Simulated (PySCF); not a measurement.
Bonds (- single, = double, # triple, : aromatic): Si1-C2 1.898 Å, C2-Si3 1.898 Å. Si1 carries H4, H5, H6; C2 carries H7, H8; Si3 carries H9, H10, H11.

Method: σ from GIAO-PBE0/pcSseg-1, GFN2-xTB geometry, in PySCF (isolated molecule, no relativistic terms, one averaged value for each set of equivalent atoms, one computed conformer).

Scale: TMS for 13C (186.93 ppm) and 1H (31.72 ppm) and 29Si (349.16 ppm) (reference shieldings calculated alike).

```
              atoms  nucleus  count  δ (ppm)
            Si1/Si3     29Si      2        ?
              H7/H8       1H      2        ?
                 C2      13C      1    -15.9
H4/H5/H6/H9/H10/H11       1H      6     3.99
```

Q: Fill in the missing shifts.

A: 
- H7/H8: -0.21 ppm, hydrogen on an sp3 CH2 bonded to 2 Si; an electropositive neighbour shields it, as in TMS itself
- Si1/Si3: -72.1 ppm, silicon bonded to C, 3 H

Shifts are as computed. Against solution values, carbons near 30 ppm lie about +3 ppm off and those near 130 ppm about +5 ppm. Of 1211 compounds with measured shifts, 218 miss one by over three times the rms of a fit or turn the order of signals round; such compounds aren't used in these exercises.
